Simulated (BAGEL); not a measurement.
# SO3 (sulfur trioxide): HF/STO-3G (density fitting with cc-pvqz-jkfit)

What is the vertical electron affinity of SO3 (sulfur trioxide) at HF/STO-3G (density fitting with cc-pvqz-jkfit)? 

The calculation is run with BAGEL 1.2.2.

4 further runs of the same task are left out: 3 that didn't finish, 1 set aside as unsound or not needed.

## 1. The molecule

SO3 has 4 atoms, charge 0, and is taken as a singlet. As SMILES, `O=S(=O)=O`. Geometry: relaxed at PBE0-D4/def2-TZVP.

Bond lengths: O1–S2 1.419 Å, S2–O3 1.419 Å, S2–O4 1.419 Å. Angles: O1–S2–O3 120.0°, O1–S2–O4 120.0°, O3–S2–O4 120.0°.

## 2. A single-point energy at HF/STO-3G (density fitting with cc-pvqz-jkfit)

input.json reads:

```json
{ "bagel": [

{
  "title": "molecule",
  "basis": "sto-3g",
  "df_basis": "cc-pvqz-jkfit",
  "angstrom": "true",
  "geometry": [
    { "atom": "O", "xyz": [      -1.121570,      -0.684610,       0.536720 ] },
    { "atom": "S", "xyz": [       0.000010,      -0.000030,      -0.000040 ] },
    { "atom": "O", "xyz": [       1.308940,      -0.327680,       0.440460 ] },
    { "atom": "O", "xyz": [      -0.187380,       1.012320,      -0.977150 ] }
  ]
},

{
  "title": "hf"
},

{
  "title": "print",
  "file": "orbitals.molden",
  "orbitals": "true"
}

]}
```

Started as:

```console
BAGEL_NUM_THREADS=1 BAGEL input.json > input.out
```

The program printed:

```text
* using 1 threads per process

  ===============================================================
  ===============================================================

  *** Geometry ***

  { "atom" : "O", "xyz" : [     -2.119460,     -1.293725,      1.014254 ] },
  { "atom" : "S", "xyz" : [      0.000019,     -0.000057,     -0.000076 ] },
  { "atom" : "O", "xyz" : [      2.473538,     -0.619225,      0.832349 ] },
  { "atom" : "O", "xyz" : [     -0.354097,      1.913008,     -1.846546 ] },

  Number of auxiliary basis functions:      466

  Since a DF basis is specified, we compute 2- and 3-index integrals:
    o Being stored without compression. Storage requirement is 0.002 GB

  Number of basis functions:       24
  Number of electrons      :       40

    * METHOD: MOLECULE                             0.14

  *** RHF ***

  === Nuclear Repulsion ===
   184.4889543587

      * DIIS with orbital gradients will be used.

  === RHF iteration (sto-3g) ===
      0       -613.95277194          0.03760416           0.01
      1       -614.21436024          0.01031415           0.01
      2       -614.23303789          0.00121729           0.01
      3       -614.23386276          0.00024710           0.01
      4       -614.23389579          0.00005520           0.01
      5       -614.23389686          0.00000517           0.01
      6       -614.23389687          0.00000112           0.01
      7       -614.23389687          0.00000052           0.01
      8       -614.23389687          0.00000004           0.01
      9       -614.23389687          0.00000001           0.01
    * SCF iteration converged.

    * Permanent dipole moment:
           (   -0.000033,     0.000075,     0.000102) a.u.

    * METHOD: HF                                   0.16

    * METHOD: PRINT                                0.00

  ===============================================================
```

It took 0.42 s on 1 thread of Arm Neoverse V1, shared host; peak memory 0.081 GiB.

## 3. The doublet anion

input.json reads:

```json
{ "bagel" : [

{
  "title" : "molecule",
  "basis" : "sto-3g",
  "df_basis" : "cc-pvqz-jkfit",
  "angstrom" : true,
  "geometry" : [
    { "atom" : "O", "xyz" : [   -1.121570,   -0.684610,    0.536720 ] },
    { "atom" : "S", "xyz" : [    0.000010,   -0.000030,   -0.000040 ] },
    { "atom" : "O", "xyz" : [    1.308940,   -0.327680,    0.440460 ] },
    { "atom" : "O", "xyz" : [   -0.187380,    1.012320,   -0.977150 ] }
  ]
},
{
  "title" : "uhf",
  "charge" : -1,
  "nopen" : 1
},
{
  "title" : "print",
  "file" : "orbitals.molden",
  "orbitals" : true
}

]}
```

Started as:

```console
BAGEL_NUM_THREADS=1 BAGEL input.json > input.out
```

The program printed:

```text
* using 1 threads per process

  ===============================================================
  ===============================================================

  *** Geometry ***

  { "atom" : "O", "xyz" : [     -2.119460,     -1.293725,      1.014254 ] },
  { "atom" : "S", "xyz" : [      0.000019,     -0.000057,     -0.000076 ] },
  { "atom" : "O", "xyz" : [      2.473538,     -0.619225,      0.832349 ] },
  { "atom" : "O", "xyz" : [     -0.354097,      1.913008,     -1.846546 ] },

  Number of auxiliary basis functions:      466

  Since a DF basis is specified, we compute 2- and 3-index integrals:
    o Being stored without compression. Storage requirement is 0.002 GB

  Number of basis functions:       24
  Number of electrons      :       40

    * METHOD: MOLECULE                             0.14

  *** Open-shell HF ***

  === Nuclear Repulsion ===
   184.4889543587

      * DIIS with orbital gradients will be used.

  === UHF iteration (sto-3g) ===
      0       -613.88748235          0.05667045           0.03
      1       -614.07640711          0.00924476           0.03
      2       -614.08173823          0.00191648           0.03
      3       -614.08219757          0.00070374           0.03
      4       -614.08228132          0.00009788           0.03
      5       -614.08228484          0.00002305           0.03
      6       -614.08228527          0.00000265           0.03
      7       -614.08228530          0.00000050           0.03
      8       -614.08228530          0.00000016           0.03
      9       -614.08228531          0.00000009           0.03
     10       -614.08228531          0.00000001           0.03
     11       -614.08228531          0.00000001           0.03
    * SCF iteration converged.

    * S^2 (UHF) is 0.7529

    * Permanent dipole moment:
           (   -0.000030,     0.000030,     0.000051) a.u.

    * METHOD: UHF                                  0.36

    * METHOD: PRINT                                0.00

  ===============================================================
```

Run time: 0.62 s. Hardware: 1 thread of Arm Neoverse V1, shared host; peak memory 0.081 GiB.

## 4. Summary of results

Level: HF/STO-3G (density fitting with cc-pvqz-jkfit).

| quantity | value |
| --- | --- |
| singlet SO3: total energy | -614.23390 Eh |
| singlet SO3: dipole moment | 0.00 D |
| singlet SO3: HOMO energy | -9.57 eV |
| singlet SO3: LUMO energy | 4.20 eV |
| singlet SO3: HOMO–LUMO gap | 13.76 eV |
| doublet anion: total energy | -614.08229 Eh |
| doublet anion: ⟨S²⟩ | 0.753 |
| vertical electron affinity (to the doublet anion) | -4.126 eV |

The anion lies 4.13 eV (95 kcal/mol) above the neutral: the electron isn't bound at this level, and such a value depends on the basis. Without diffuse functions anions come out too high. Hartree–Fock misses the correlation that binds many anions. In a minimal basis such a difference can be off by several eV, whatever the method.
